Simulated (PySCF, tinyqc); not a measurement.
Inside a calculation. Method: coupled-perturbed Hartree-Fock on RHF in the sto-3g basis, for CH2, spin multiplicity 1. The lowest restricted solution is unstable here: a spin-polarised one lies 0.0223 hartree lower (PySCF). One step of it, computed by the program tinyqc.

Problem. Orthogonalisation. S = U s U^T; canonical form X = U s^(-1/2), so that X^T S X = 1. Each column of U has its largest component positive (the first on a tie).

overlap S, order 1C 1s, 1C 2s, 1C 2px, 1C 2py, 1C 2pz, 2H 1s, 3H 1s:
```
[[1.000000, 0.248362, 0.000000, 0.000000, 0.000000, 0.042533, 0.042533],
 [0.248362, 1.000000, 0.000000, 0.000000, 0.000000, 0.400656, 0.400656],
 [0.000000, 0.000000, 1.000000, 0.000000, 0.000000, 0.000000, 0.000000],
 [0.000000, 0.000000, 0.000000, 1.000000, 0.000000, 0.321200, -0.321200],
 [0.000000, 0.000000, 0.000000, 0.000000, 1.000000, 0.249246, 0.249246],
 [0.042533, 0.400656, 0.000000, 0.321200, 0.249246, 1.000000, 0.122782],
 [0.042533, 0.400656, 0.000000, -0.321200, 0.249246, 0.122782, 1.000000]]
```

Give: eigenvalues of S; X.

Solution.

eigenvalues of S: [0.3683, 0.4802, 0.8627, 1.0000, 1.1136, 1.3970, 1.7781]

X, order 1C 1s, 1C 2s, 1C 2px, 1C 2py, 1C 2pz, 2H 1s, 3H 1s:
```
[[-0.3214, 0.0000, 0.7576, 0.0000, -0.6053, 0.0000, 0.1816],
 [1.0730, 0.0000, -0.3594, 0.0000, -0.3253, 0.0000, 0.4415],
 [0.0000, 0.0000, 0.0000, 1.0000, 0.0000, 0.0000, 0.0000],
 [0.0000, 0.9496, 0.0000, 0.0000, 0.0000, 0.6371, 0.0000],
 [0.5889, 0.0000, 0.6292, 0.0000, 0.6210, 0.0000, 0.2386],
 [-0.7462, -0.7683, -0.1733, 0.0000, 0.1415, 0.3937, 0.3725],
 [-0.7462, 0.7683, -0.1733, 0.0000, 0.1415, -0.3937, 0.3725]]
```
